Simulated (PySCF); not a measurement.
Species: C₄H₃FO.
Numbering: `[O:1]=[c:2]1[cH:3][c:4]1[CH2:5][F:6]` (hydrogens: H7 on C3; H8, H9 on C5)

Level of theory: EOM-IP-CCSD/aug-cc-pVDZ in PySCF, restricted Hartree–Fock reference, frozen core, non-relativistic, gas phase, PBE0-D3(BJ)/def2-SVP geometry.

The vertical ionisation energies are 9.40, 10.91, 13.41, 13.68, 14.09, 15.01, 15.27, 16.25 eV.

Task: Which Hartree–Fock orbital leads each hole, and what is its Koopmans value −ε?

Result: 
| leading hole (HF orbital) | Koopmans (eV) | EOM-IP-CCSD (eV) | change (eV) | one-hole share |
| --- | --- | --- | --- | --- |
| HOMO | 10.81 | 9.40 | -1.41 | 0.95 |
| HOMO-1 | 11.31 | 10.91 | -0.40 | 0.95 |
| HOMO-2 | 14.85 | 13.41 | -1.44 | 0.95 |
| HOMO-3 | 15.20 | 13.68 | -1.52 | 0.95 |
| HOMO-4 | 16.17 | 14.09 | -2.08 | 0.94 |
| HOMO-5 | 16.34 | 15.01 | -1.33 | 0.93 |
| HOMO-6 | 17.40 | 15.27 | -2.13 | 0.94 |
| HOMO-7 | 18.72 | 16.25 | -2.47 | 0.93 |

Task: Does the order of the lines follow the orbital energies?

Result: Yes, no two lines change places. The corrections run from -2.47 to -0.40 eV, with a mean of -1.60 eV over the 8 lines; no line lies above its Koopmans value. Koopmans values leave out both the relaxation of the orbitals and the change in correlation energy.

Task: At what kinetic energies would He II light (40.81 eV) eject these electrons?

Result: 31.41 eV (HOMO), 29.90 eV (HOMO-1), 27.40 eV (HOMO-2), 27.13 eV (HOMO-3), 26.72 eV (HOMO-4), 25.80 eV (HOMO-5), 25.54 eV (HOMO-6), 24.56 eV (HOMO-7).

Task: What total energy has the lowest final state, and which wavelength reaches it?

Result: E(CCSD) + ionisation energy = -328.40761 + 0.34559 = -328.06202 Eh, at the geometry of the initial state. The threshold wavelength is 1239.84 eV nm/9.40 eV = 131.9 nm.

One root was sought for each valence orbital with −ε under 21 eV, eight at most, so deeper holes and satellites are missing; no vibrational structure.

Conformer computed: `[O:1]=[c:2]1[cH:3][c:4]1[CH2:5][F:6]`: C3–C4–C5–F6 0°.

One conformer stands for the species.
